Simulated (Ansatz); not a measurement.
Seven cases of bond dissociation energy with Al to Br (electronic energies, kcal/mol); geometries: B3LYP-D3(BJ)/def2-TZVP. The cases were drawn at random from those of this class that have a high level and all functionals, leaving out states under which another spin lies or may lie. Left out are anions, K, Ca, elements past Kr, ionisation of Li, Na and Mg, pi-pi* triplets of linear molecules and other triplets made from a closed-shell parent. Runs that doubt their state, and full CI more than 15 mEh from coupled cluster, are set aside; a case stays where another high level and all functionals remain. AFQMC serves as high level only in triple zeta or larger, with a steady walk, a bar under 0.8 kcal/mol and agreement with other high levels or trials where they ran; where none ran, an unstable determinant or (outside 3d species) a high T1 diagnostic also bars it, so strongly correlated cases are thinned. No case was kept or dropped by the size of a functional's miss. High levels with a bar over 0.5 kcal/mol are left out too, and the seventh case lies inside the range of the six. Affinities count positive where energy is released, gaps as the second state minus the first. B3LYP is by Ansatz (an electronic-structure program) in def2-TZVPD. High levels (Ansatz): P = CCSD(T)/CBS(cc-pV(Q+d)Z,cc-pV(5+d)Z) + [CCSDT(Q) - CCSD(T)]/cc-pV(D+d)Z + core + X2C; Q = CCSD(T)/CBS(cc-pV(Q+d)Z,cc-pV(5+d)Z) + [CCSDT(Q) - CCSD(T)]/cc-pV(T+d)Z + core + X2C; R = CCSD(T)/CBS(cc-pV(T+d)Z,cc-pV(Q+d)Z) + [CCSDT(Q) - CCSD(T)]/cc-pV(D+d)Z + core + X2C; S = CCSD(T)/CBS(cc-pV(T+d)Z,cc-pV(Q+d)Z) + [CCSDT(Q) - CCSD(T)]/cc-pV(T+d)Z + core + X2C; T = CCSD(T)/CBS(cc-pVQZ,cc-pV5Z) + [CCSDT(Q) - CCSD(T)]/cc-pVTZ. UHF or UKS for unpaired electrons; spin-orbit terms are left out. Correlated methods leave the cores frozen (noble-gas shells, and filled d and f shells in the p block). Rows without X2C or -DK are non-relativistic. CBS(X,Y): correlation extrapolated as X^-3, Hartree-Fock from the larger set (Q,5: extrapolated as (X+1)exp(-9√X)). A bracket is a step between two methods taken in the basis named. The functionals are non-relativistic, so their misses hold any scalar relativity. '+ core + X2C': CCSD(T) terms for core correlation (cc-pwCVTZ, 1s frozen past Ne) and scalar relativity (cc-pVTZ-DK). For partners of very few electrons the exact lower level stands in for a higher one. Spin-orbit terms, left out, reach several kcal/mol for Br and I, and more for heavier atoms. The UHF reference of C2H3Si (C#C[SiH2], doublet) is spin-contaminated (<S^2> up to 0.10 over the pure value in the sets run).

```
case                                                                                                      B3LYP  level  high level
--------------------------------------------------------------------------------------------------------  -----  -----  ----------
C2H3ClSi (chloro(ethynyl)silane, SMILES C#C[SiH2]Cl) → C2H3Si (SMILES C#C[SiH2], doublet) + Cl (doublet)  103.9      R       112.3
SiNH5 (SMILES N[SiH3]) → SiH3 (SMILES [SiH3], doublet) + NH2 (SMILES [NH2], doublet)                      101.0      Q       107.8
BHBr2 (dibromoborane, SMILES BrBBr) → BHBr (SMILES [BH]Br, doublet) + Br (doublet)                        102.3      T       107.8
H3BSO (SMILES SBO) → H2BSO (SMILES OB[S], doublet) + H (doublet)                                           89.9      R        93.4
SiNH5 (SMILES N[SiH3]) → SiNH4 (SMILES [NH][SiH3], doublet) + H (doublet)                                 113.9      S       118.2
BH3S2 (SMILES SBS) → BH2S (SMILES [BH]S, doublet) + HS (SMILES [SH], doublet)                             102.8      P       109.8
H3BS2O (borodithioic acid, SMILES OB(S)S) → H2BSO (SMILES O[B]S, doublet) + HS (SMILES [SH], doublet)      96.0      R    withheld
```

Problem. Fit a straight line from B3LYP to the high level over the first six rows by least squares, predict the seventh, and compare with the calculation.

Solution. Means: B3LYP 102.30, high level 108.22. Sxx = 292.82, Sxy = 307.4, slope 1.0498, intercept +0.82 kcal/mol; residual standard deviation 2.0 kcal/mol. Seventh row: 1.0498·(96.0) +0.82 = 101.6 kcal/mol. The calculation gave 104.4 kcal/mol: the line differs from it by -2.8, B3LYP itself by -8.4.
